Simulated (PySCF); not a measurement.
Gas-phase reaction: B + 3 NH2 + 2 BH3 = 3 H2BNH2

Energies from PySCF, thermal terms from the rigid-rotor harmonic-oscillator model, ideal gas at 1 bar. † marks an energy on the PBE0/def2-TZVP geometry and frequencies; other levels use their own. CCSD(T) freezes the core. 6-31G* has spherical d functions here. Open shells (unrestricted): B (multiplicity 2, electronic degeneracy 6), NH2 (multiplicity 2); the rest are closed-shell singlets. Spin-orbit splitting is ignored; it lowers the true energy and changes the entropy of B. B3LYP is the form with VWN-RPA correlation. H2BNH2: computed as isolated molecules; such fragments, hydroxides, amides, oligomers or adducts are transient or little studied in the gas. CCSD(T) isn't extrapolated to the basis-set limit; its ΔH°(298 K) is -1566.0 kJ in def2-SVP and -1540.1 kJ in def2-TZVPP. The harmonic model lacks anharmonicity and excited electronic states, which grow with temperature; levels with a mode under 35 cm⁻¹ are left out.

```tsv
level	ΔE electronic, kJ	ΔH°(298 K), kJ	ΔS°(298 K), J/K	ΔG°(1200 K), kJ
B3LYP/6-31G*	-1633	-1566	-429	-1038
CCSD(T)/def2-SVP†	-1634	-1566	-430	-1037
CCSD(T)/def2-TZVPP†	-1608	-1540	-430	-1011
PBE0/def2-QZVP†	-1662	-1595	-430	-1066
r2SCAN/def2-TZVP†	-1644	-1576	-430	-1047
```
ΔH° is lowest at PBE0/def2-QZVP† and highest at CCSD(T)/def2-TZVPP†. No reference value is set beside these.
